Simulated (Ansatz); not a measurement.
# C4H5N: the cost of one run

Computed with the Python package of Ansatz 0.2.0. Level of theory: B3LYP+D4/cc-pVDZ.

## Step 1: Starting point

Bond lengths: C1–C2 1.494 Å, C2–C3 1.342 Å, C3–C4 1.422 Å, C4–N5 1.160 Å, C1–H6 1.094 Å, C1–H7 1.095 Å, C1–H8 1.094 Å, C2–H9 1.089 Å, C3–H10 1.084 Å. Angles: C1–C2–C3 123.9°, C1–C2–H9 116.2°, C3–C2–H9 120.0°, C2–C1–H6 109.9°, C2–C1–H7 112.2°, C2–C1–H8 109.9°, H6–C1–H7 108.2°, H6–C1–H8 108.4°, H7–C1–H8 108.2°, C2–C3–C4 122.3°, C2–C3–H10 121.0°, C4–C3–H10 116.7°, C3–C4–N5 179.8°.

No structure file is read: the coordinates are typed or built in the script.

## Step 2: The script

File run_opt.py:

```python
# -*- coding: utf-8 -*-
import itertools

import ansatz as az
from ase.data import atomic_numbers, covalent_radii
import numpy as np
import pandas as pd

GEOMETRY = '''
C    -1.37020    0.05530    0.70880
C    -0.14880   -0.40600   -0.01730
C     0.87140    0.39910   -0.35140
C     2.01900   -0.07650   -1.04330
N     2.95690   -0.45980   -1.60750
H    -2.25960   -0.13680    0.10110
H    -1.33690    1.12540    0.93680
H    -1.47210   -0.49160    1.65110
H    -0.11490   -1.46350   -0.27660
H     0.85510    1.45430   -0.10160
'''

system = az.Crystal.molecule()
for line in GEOMETRY.strip().splitlines():
    symbol, *xyz = line.split()
    system = system.atom(symbol, [float(v) for v in xyz])

model = system.calculation()
model = model.basis(gaussian='cc-pVDZ')
model = model.functional('B3LYP', dispersion='d4')
symbols = [site.symbol for site in system.cartesian_sites]
start = np.array([site.position_ang for site in system.cartesian_sites], dtype=float)
def progress(event):
    if event['event'] == 'relax_step':
        row = event['data']
        print(f'step {row["step"]:3d}  E = {row["lagrangian_ev"]:.6f} eV  largest force component {row["allowed_force_max_ev_ang"]:.4f} eV/A')


r = model.relax(force_tolerance=0.02).session().plan().execute(on_event=progress).report
end = np.array(r['positions_ang'])

for key in ('converged', 'free_energy_ev', 'reference_energy_ev', 'n_frozen', 'n_occupied', 'n_virtual'):
    print(f'{key:22s} {r[key]}')

radius = [covalent_radii[atomic_numbers[s]] for s in symbols]
span = lambda where, i, j: np.linalg.norm(where[i] - where[j])
bonded = [(i, j) for i, j in itertools.combinations(range(len(symbols)), 2) if min(span(start, i, j), span(end, i, j)) < 1.2 * (radius[i] + radius[j])]
print('pair        before    after (A)')
for i, j in bonded:
    print(f'{symbols[i]}{i}-{symbols[j]}{j}'.ljust(10), f'{span(start, i, j):8.4f} {span(end, i, j):8.4f}')

charges = r['charge_distribution']
table = pd.DataFrame({'atom': symbols, 'mulliken': charges['mulliken_charges_e'], 'lowdin': charges['lowdin_charges_e']})
print(table.round(3).to_string())
print('dipole (e A):', np.round(charges['dipole_moment_e_ang'], 4) + 0.0)
```

## Step 3: What the engine is handed

The package turns the script's settings into the engine's input:

```yaml
crystal:
  periodic: [false, false, false]
  atoms:
    - { symbol: C, position_ang: [-1.3702, 0.0553, 0.7088] }
    - { symbol: C, position_ang: [-0.1488, -0.406, -0.0173] }
    - { symbol: C, position_ang: [0.8714, 0.3991, -0.3514] }
    - { symbol: C, position_ang: [2.019, -0.0765, -1.0433] }
    - { symbol: "N", position_ang: [2.9569, -0.4598, -1.6075] }
    - { symbol: H, position_ang: [-2.2596, -0.1368, 0.1011] }
    - { symbol: H, position_ang: [-1.3369, 1.1254, 0.9368] }
    - { symbol: H, position_ang: [-1.4721, -0.4916, 1.6511] }
    - { symbol: H, position_ang: [-0.1149, -1.4635, -0.2766] }
    - { symbol: H, position_ang: [0.8551, 1.4543, -0.1016] }
basis:
  gaussian:
    orbitals: cc-pVDZ
hamiltonian:
  xc: b3lyp
  dispersion: d4
relax:
  f_tol: 0.02
```

## Step 4: Launch

Run with:

```
python run_opt.py
```

**Question.** How long does this script take on 1 thread of Intel Xeon Platinum 8375C at 2.90GHz (Ice Lake), shared host, and how much memory does it need?

About 20 s, with a peak of 0.3 GiB.
